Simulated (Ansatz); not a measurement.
**CH3, doublet: the ladder up to UCCSDT(Q)**

Geometry: a PBE0/def2-TZVP stationary point for this spin, not checked as a minimum.

```xyz
4

C     0.0000    0.0000    0.0000
H     1.0799    0.0140   -0.0003
H    -0.5521    0.9282   -0.0027
H    -0.5278   -0.9423    0.0031
```

Basis cc-pVTZ; Ansatz 0.2.0. Only valence electrons are correlated (noble-gas cores frozen), which leaves 7 electrons in 71 orbitals. R marks a restricted (for open shells ROHF) determinant, U an unrestricted one. Active spaces: valence = (7e, 7o) chosen from the atoms' valence shells.

Full CI isn't at hand for all of this; UCCSDT(Q) serves as the reference, and is uncertain by the last step of the cluster series or more. The frozen core follows each run's orbitals, which can shift R against U totals by a few meV.

```
UHF ⟨S²⟩                          : 0.762
T1 diagnostic (RCCSD)             : 0.0143
largest doubles amplitude (RCCSD) : 0.037
T1 diagnostic (UCCSD)             : 0.0082
```

| level | E − E(UCCSDT(Q)) (kJ/mol) | share of correlation (%) | wall time |
| --- | --- | --- | --- |
| RHF | 495.3 | 0.00 | – |
| UHF | 483.4 | 2.40 | – |
| RMP2 | 67.0 | 86.47 | – |
| UMP2 | 68.1 | 86.25 | – |
| RCCSD | 14.2 | 97.14 | – |
| UCCSD | 13.9 | 97.19 | – |
| RCCSD(T) | 1.6 | 99.68 | 13 s |
| UCCSD(T) | 1.5 | 99.69 | 13 s |
| BCCD(T) | 1.6 | 99.68 | 3.4 s |
| RCCSDT | 0.4 | 99.92 | – |
| UCCSDT | 0.3 | 99.94 | – |
| RCCSDT(Q) | 0.1 | 99.98 | 2.2 min |
| CASSCF (valence space) | 339.3 | 31.49 | – |
| NEVPT2 (valence space) | 72.4 | 85.38 | 2.3 s |
| MRCISD (valence space) | 15.6 | 96.85 | – |
| MRCISD+Q (valence space) | 2.0 | 99.60 | 4.6 s |

The correlation energy at UCCSDT(Q), counted from RHF, is -5.133 eV. That run took 2.1 min on 1 thread of Arm Neoverse N1, shared host.

Times hold each run's SCF and search for its determinant on a shared host, so for small cases they say little of a method's own cost; they ran on 1 thread of Arm Neoverse N1. Some runs computed forces too.

Natural occupations of CASSCF (valence space) about the gap: 1.982 1.978 1.978 1.000 0.024 0.019 0.019; effectively unpaired electrons, Σ n²(2−n)², 1.01.

Atomization energy (electronic, same basis, no zero-point term; atoms at the same level, unrestricted beside the R rows where the molecule is a closed shell, with restricted open-shell steps beyond CCSDT(Q)) at UCCSDT(Q): 1262.5 kJ/mol. Errors of other levels:

```
                   level  error (kJ/mol)
                     RHF          -247.1
                     UHF          -247.9
                    RMP2            -6.9
                    UMP2            -8.3
                   RCCSD            -7.1
                   UCCSD            -7.3
                RCCSD(T)            -0.1
                UCCSD(T)            -0.2
                 BCCD(T)            -0.1
                  RCCSDT            -0.1
                  UCCSDT            -0.2
               RCCSDT(Q)             0.1
  CASSCF (valence space)          -141.2
  NEVPT2 (valence space)           -31.5
  MRCISD (valence space)           -10.3
MRCISD+Q (valence space)            -3.6
```

This basis is far from its limit, so the value isn't to be set against a measured one. Truncated CI isn't size-consistent, which counts against it in atomization.
